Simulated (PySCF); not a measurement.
Gas-phase reaction: 2 AlCl3 + N2H2 + 4 H → 2 AlCl3.NH3

Computed with PySCF (xtb for GFN2) and rigid-rotor harmonic-oscillator thermochemistry at 1 bar. † marks an energy on the PBE0/def2-TZVP geometry and frequencies; other levels use their own. Open shells (unrestricted): H (multiplicity 2); the rest are closed-shell singlets. GFN2 has no spin-polarisation term. Adducts (AlCl3.NH3) have no counterpoise correction, and HF, PBE, BLYP, B3LYP and PBE0 lack dispersion. The harmonic model lacks anharmonicity and excited electronic states, which grow with temperature; levels with a mode under 35 cm⁻¹ are left out. Soft modes under 120 cm⁻¹ make the harmonic entropy rough for AlCl3.NH3.

```csv
level,"ΔE electronic, kJ","ΔH°(298 K), kJ","ΔS°(298 K), J/K","ΔG°(1600 K), kJ"
GFN2-xTB,-1582,-1482,-541,-597
PBE/def2-SVP,-1519,-1412,-563,-487
PBE/def2-TZVP†,-1499,-1388,-560,-464
LDA/def2-TZVP†,-1684,-1572,-560,-648
ωB97M-V/def2-TZVP†,-1572,-1461,-560,-537
ωB97X-V/def2-TZVP†,-1568,-1456,-560,-532
```
ΔH° is lowest at LDA/def2-TZVP† and highest at PBE/def2-TZVP†. No reference value is set beside these.
